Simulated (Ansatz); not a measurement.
The input, for Ansatz 0.2.0:

```yaml
crystal:
  periodic: [false, false, false]
  atoms:
    - {symbol: Ge, position_ang: [0.000000, -0.042164, 1.069525]}
    - {symbol: Si, position_ang: [0.000000, 0.088185, -1.349461]}
    - {symbol: N, position_ang: [0.000000, -0.069735, -2.915733]}
    - {symbol: H, position_ang: [0.000000, 1.550544, 1.041546]}
basis:
  gaussian: {orbitals: STO-3G}
total_charge: 1
magnetization: {spin_polarized: false, initial_magnetization: 1}
correlation: {method: mrci, electrons: all}
accuracy: high
```

```sh
$ ansatz run in.yaml --threads 1 --pin off --events-out ev --progress --plain --max-ram 2393MiB
```

(1) One thing in this input was set wrong on purpose, beside settings that are merely unusual. What is the gravest fault, and what does the program do?

## Answers

(1) A method name that the input doesn't accept. How the run ends: refused.
```
Error: YAML parse error: error: line 12 column 23: unknown variant `mrci`, expected one of mp2, rpa, ccsd, ccsd_t, bccd, bccd_t, ccsdt, ccsdt_q, ccsdt_q_b, ccsdtq, fci, sc_nevpt2, fic_nevpt4_sd, fic_mrcisd_q, fic_mrcisd_q_relaxed
  --> <input>:12:23
   |
10 | total_charge: 1
11 | magnetization: {spin_polarized: false, initial_magnetization: 1}
12 | correlation: {method: mrci, electrons: all}
   |                       ^ unknown variant `mrci`, expected one of mp2, rpa, ccsd, ccsd_t, bccd, bccd_t, ccsdt, ccsdt_q, ccsdt_q_b, ccsdtq, fci, sc_nevpt2, fic_nevpt4_sd, fic_mrcisd_q, fic_mrcisd_q_relaxed
13 | accuracy: high
   |
```
